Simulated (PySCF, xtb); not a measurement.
## Isomers of CH2BN in order of energy

4 gas-phase structures of CH2BN, found in a search over its isomers (lower ones may exist). Each was relaxed with GFN2-xTB:

A. `B1C=N1`, a singlet
B. `B=[N+]=[CH-]`, a singlet
C. `B[N+]#[C-]`, a singlet
D. `BC#N`, a singlet

Problem. Estimate their order in r2SCAN-D4/def2-SVP energy at these geometries, lowest first.

Solution. Calculated order at r2SCAN-D4/def2-SVP: D (0.0), C (5.3), A (31.0), B (180.5) kJ/mol.

Energies above the lowest of each column, in kJ/mol; the last columns are at B3LYP-D4/def2-SVP geometries and were run for some of them only (a dash: not run or not comparable):

```
structure  GFN2-xTB  HF/STO-3G  r2SCAN-D4/def2-SVP  B3LYP-D4/def2-SVP  CCSD(T)/def2-TZVPP
        D       0.0        0.0                 0.0                0.7                 0.0
        C      13.4        5.3                 5.3                0.0                11.7
        A      62.0       71.5                31.0               44.3                62.4
        B     118.2      289.8               180.5                  –                   –
```

Every level run on D puts it lowest or level with the lowest. Frequencies (B3LYP-D4/def2-SVP) were run for A, C, D alone.

Over these structures GFN2-xTB departs from r2SCAN-D4/def2-SVP by 28.3 kJ/mol on average once a common shift is removed. A GFN2-xTB relaxation took about 0.87 s and the r2SCAN-D4/def2-SVP energy about 12 s on a shared host (PySCF 2.14.0, xtb 6.7.1).
